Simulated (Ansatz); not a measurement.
Relaxation of BH$_{3}$O$_{2}$ (6 atoms, charge 0, multiplicity 1), to a largest force component of 0.03 eV/Å in at most 50 steps.

These are results of RKS PBE0/def2-SVP (Ansatz), not measurements.

```xyz
6
Properties=species:S:1:pos:R:3:forces:R:3
B -0.778 -0.287 0.434 -0.01 -0.01 0.02
H 1.464 0.242 1.065 0.24 -0.22 -0.76
O 1.807 -0.019 0.180 -0.23 0.19 0.75
H 1.928 -0.972 0.287 0.00 0.03 -0.01
O -1.107 -0.334 -0.824 0.02 0.00 0.01
H -2.049 -0.429 -1.022 -0.02 0.00 -0.01
```

Problem. Where does it end, and by what steps?

Solution. The run converged. The force dipped under the threshold on the way, but the program's further checks kept it going. After 14 steps the energy has fallen by 0.020 eV; H4 moved furthest, 0.26 Å.

```json
{"step": "0", "energy less start (eV)": "0.0000", "largest force component (eV/Å)": "0.764", "accepted": "yes"}
{"step": "1", "energy less start (eV)": "0.0161", "largest force component (eV/Å)": "1.104", "accepted": "no"}
{"step": "2", "energy less start (eV)": "-0.0110", "largest force component (eV/Å)": "0.100", "accepted": "yes"}
{"step": "3", "energy less start (eV)": "-0.0127", "largest force component (eV/Å)": "0.080", "accepted": "yes"}
{"step": "4", "energy less start (eV)": "-0.0136", "largest force component (eV/Å)": "0.188", "accepted": "yes"}
{"step": "5", "energy less start (eV)": "-0.0136", "largest force component (eV/Å)": "0.267", "accepted": "yes"}
{"step": "6", "energy less start (eV)": "-0.0144", "largest force component (eV/Å)": "0.307", "accepted": "yes"}
{"step": "7", "energy less start (eV)": "-0.0190", "largest force component (eV/Å)": "0.031", "accepted": "yes"}
{"step": "8", "energy less start (eV)": "0.0231", "largest force component (eV/Å)": "1.455", "accepted": "no"}
{"step": "9", "energy less start (eV)": "-0.0197", "largest force component (eV/Å)": "0.042", "accepted": "yes"}
{"step": "10", "energy less start (eV)": "-0.0197", "largest force component (eV/Å)": "0.155", "accepted": "no"}
{"step": "11", "energy less start (eV)": "-0.0200", "largest force component (eV/Å)": "0.023", "accepted": "yes"}
{"step": "12", "energy less start (eV)": "-0.0201", "largest force component (eV/Å)": "0.056", "accepted": "yes"}
{"step": "13", "energy less start (eV)": "-0.0202", "largest force component (eV/Å)": "0.039", "accepted": "yes"}
{"step": "14", "energy less start (eV)": "-0.0203", "largest force component (eV/Å)": "0.003", "accepted": "yes"}
```

```xyz
6
Properties=species:S:1:pos:R:3
B -0.798 -0.268 0.380
H 1.331 0.131 0.923
O 2.032 -0.039 0.275
H 2.175 -0.987 0.376
O -1.264 -0.341 -0.824
H -2.211 -0.296 -1.009
```

Whether the end is a true minimum wasn't checked by a vibrational analysis.

Time of the run: 17 s on 1 thread of Arm Neoverse V2, on a shared host, peak memory 0.11 GiB.
